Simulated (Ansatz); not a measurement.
This script for the Python package of Ansatz (0.2.0) starts 5 runs on C3H7NO, SMILES N=CCCO. What input does the engine get in each?

`methods.py`:
```python
'''One geometry of C3H7NO, method by method.'''

from pathlib import Path
import argparse

import ansatz as az
from ase import Atoms
import numpy as np

parser = argparse.ArgumentParser(description='One geometry of C3H7NO, method by method.')
parser.add_argument('--basis', required=True, help='basis')
args = parser.parse_args()

atoms = Atoms(['N', 'C', 'C', 'C', 'O', 'H', 'H', 'H', 'H', 'H', 'H', 'H'], positions=[
    (1.9402, 0.829, -0.3065),
    (1.1678, -0.1748, -0.5571),
    (0.1415, -0.6807, 0.4159),
    (-1.2339, -0.1951, -0.0102),
    (-1.398, 1.1799, 0.3197),
    (1.7784, 1.1927, 0.641),
    (1.2223, -0.6671, -1.5426),
    (0.3853, -0.3323, 1.4245),
    (0.1806, -1.7742, 0.393),
    (-2.0072, -0.7517, 0.5278),
    (-1.4065, -0.3199, -1.0844),
    (-0.7704, 1.6942, -0.2212),
])
system = az.Crystal.molecule_from_ase(atoms)

setup = system.calculation().basis(gaussian=args.basis)

print('functional    E (Ha)        dipole (D)   HOMO (eV)  LUMO (eV)')
for name in ['hse06', 'blyp', 'hf', 'cam_b3lyp', 'r2scan0']:
    rep = setup.functional(name).forces().orbitals().run(runs_dir='runs').report
    lines = Path(rep['orbitals_path']).read_text().splitlines()
    field_of = lambda key: [line.split('=')[1].strip() for line in lines if line.startswith(key)]
    orbitals = [(27.211386 * float(e), s, float(n)) for e, s, n in zip(field_of('Ene='), field_of('Spin='), field_of('Occup='))]
    homo = max(e for e, _, n in orbitals if n > 0.5)
    lumo = min(e for e, _, n in orbitals if n < 0.5)
    dipole = 4.803205 * np.linalg.norm(rep['charge_distribution']['dipole_moment_e_ang'])
    print(f'{name:10s} {rep["free_energy_ev"] / 27.211386246:14.6f} {dipole:9.3f} {homo:11.3f} {lumo:10.3f}')
```

Run 1:
```yaml
crystal:
  periodic: [false, false, false]
  atoms:
    - { symbol: "N", position_ang: [1.9402, 0.829, -0.3065] }
    - { symbol: C, position_ang: [1.1678, -0.1748, -0.5571] }
    - { symbol: C, position_ang: [0.1415, -0.6807, 0.4159] }
    - { symbol: C, position_ang: [-1.2339, -0.1951, -0.0102] }
    - { symbol: O, position_ang: [-1.398, 1.1799, 0.3197] }
    - { symbol: H, position_ang: [1.7784, 1.1927, 0.641] }
    - { symbol: H, position_ang: [1.2223, -0.6671, -1.5426] }
    - { symbol: H, position_ang: [0.3853, -0.3323, 1.4245] }
    - { symbol: H, position_ang: [0.1806, -1.7742, 0.393] }
    - { symbol: H, position_ang: [-2.0072, -0.7517, 0.5278] }
    - { symbol: H, position_ang: [-1.4065, -0.3199, -1.0844] }
    - { symbol: H, position_ang: [-0.7704, 1.6942, -0.2212] }
basis:
  gaussian:
    orbitals: def2-SVP
hamiltonian:
  xc: hse06
output:
  orbitals: {}
  forces: true
```

Run 2, against run 1:
```diff
-  xc: hse06
+  xc: blyp
```

Run 3, against run 1:
```diff
-  xc: hse06
+  xc: hf
```

Run 4, against run 1:
```diff
-  xc: hse06
+  xc: cam_b3lyp
```

Run 5, against run 1:
```diff
-  xc: hse06
+  xc: r2scan0
```

```console
$ python methods.py --basis def2-SVP
functional    E (Ha)        dipole (D)   HOMO (eV)  LUMO (eV)
hse06         -247.987466     1.856      -6.999     -0.671
blyp          -248.184264     1.655      -5.618     -1.207
hf            -246.768124     2.221     -11.408      3.921
cam_b3lyp     -248.163791     1.849      -8.837      1.004
r2scan0       -248.109987     1.941      -7.659     -0.189
```

Total energies depend on the basis set; only differences at equal settings carry meaning. The geometry is a force-field or estimated start, not a minimum of this method, and the basis set is short of its limit. A lower total doesn't mark the better method: functionals have no common bound, and MP2 and coupled cluster aren't variational. Levels such as HOMO and LUMO are orbital energies: with these approximate functionals they aren't the ionisation energy and electron affinity, and their gap isn't the fundamental gap. hse06 follows the composition of plane-wave codes, whose totals differ by tens of mHa, up to about 0.1 Ha, from the form usual in Gaussian-basis programs (wpbeh). Timing: 22 s on 1 thread of Arm Neoverse V2, with other jobs on the host, peak memory 0.3 GiB.

(A comment or docstring line of the script was reworded after the run, the code is as it ran.)
